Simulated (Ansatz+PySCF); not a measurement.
# singlet CO: levels of theory in one basis

```xyz
2

C     0.0000    0.0000   -0.6962
O     0.0000    0.0000    0.5221
```

Basis set: def2-SVP (spherical functions). Frozen core: 2 orbitals. Charge 0, multiplicity 1.

Computed with Ansatz (development build ahead of 0.2.0); each method stands on the lowest determinant of its kind that the runs found. NEVPT2 correlates all electrons. Active spaces start from the frontier orbitals, and the lowest solution found is given.

| method | E − E(RHF) (eV) | <S²> of the determinant |
| --- | --- | --- |
| RHF | 0.00 | 0.00 |
| RHF-MP2 | -8.24 | – |
| RHF-CCSD(T) | -8.69 | – |
| CASSCF(10,8) | -3.95 | – |
| SC-NEVPT2(10,8) | -7.92 | – |

What does RHF-CCSD give on the same scale?

-8.32 eV.

Is a single determinant a sound starting point here?

By this sign, yes. Unrestricted orbitals gain 0.00 eV and <S²> is 0.00 against 0.00 for a pure state. The CASSCF(10,8) natural occupations are 2.00, 1.99, 1.98, 1.95, 1.95, 0.06, 0.06, 0.03.
